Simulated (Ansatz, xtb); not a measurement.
**A geometry optimisation of CH4N+ with r2SCAN-D4/def2-SVP**

The starting geometry of this gas-phase singlet has its atoms placed at random.

```yaml
atoms:
  - { symbol: C, position_ang: [-1.0758, 0.1978, -0.6964] }
  - { symbol: N, position_ang: [0.3430, -1.4052, -0.1885] }
  - { symbol: H, position_ang: [-0.4973, -1.6719, -0.0954] }
  - { symbol: H, position_ang: [0.3731, -0.1101, -0.3304] }
  - { symbol: H, position_ang: [-0.7387, 1.1206, 0.4687] }
  - { symbol: H, position_ang: [-0.8588, -0.0478, 0.2708] }
```

Q: One run relaxed it with r2SCAN-D4/def2-SVP. What is a likely outcome?

A: It ends as `[CH][NH3+]`. Distances that change by over a tenth: N2–H3 (0.89 → 1.04 Å). Contacts that open: C1–H6 (1.02 → 2.21 Å). Contacts that close: C1–N2 (2.20 → 1.48 Å), C1–H5 (1.52 → 1.12 Å), N2–H4 (1.30 → 1.05 Å), N2–H6 (1.87 → 1.04 Å).

The energy falls by 11.11 eV over 16 steps:

| step | E − E(last) (eV) |
| --- | --- |
| 1 | 11.109 |
| 3 | 6.806 |
| 4 | 5.477 |
| 6 | 2.754 |
| 8 | 0.468 |
| 9 | 0.094 |
| 11 | 0.005 |
| 13 | 0.000 |
| 14 | 0.000 |
| 16 | 0.000 |

Final geometry (Å):

```yaml
atoms:
  - { symbol: C, position_ang: [-0.9902, 0.3916, -0.7783] }
  - { symbol: N, position_ang: [-0.2769, -0.6711, -0.0335] }
  - { symbol: H, position_ang: [-0.5119, -1.6044, -0.4185] }
  - { symbol: H, position_ang: [0.7185, -0.5378, -0.3250] }
  - { symbol: H, position_ang: [-1.1072, 1.2040, -0.0219] }
  - { symbol: H, position_ang: [-0.2867, -0.6987, 1.0060] }
```

From the same start GFN2-xTB ends elsewhere, at `C=[NH2+]`.

From so rough a start the end depends on the optimiser's path, so another program may land elsewhere. No frequencies were run, so the end isn't proven a minimum. Run with Ansatz 0.2.0, 33 s on 1 thread of AMD EPYC (Zen 3), on a shared host.
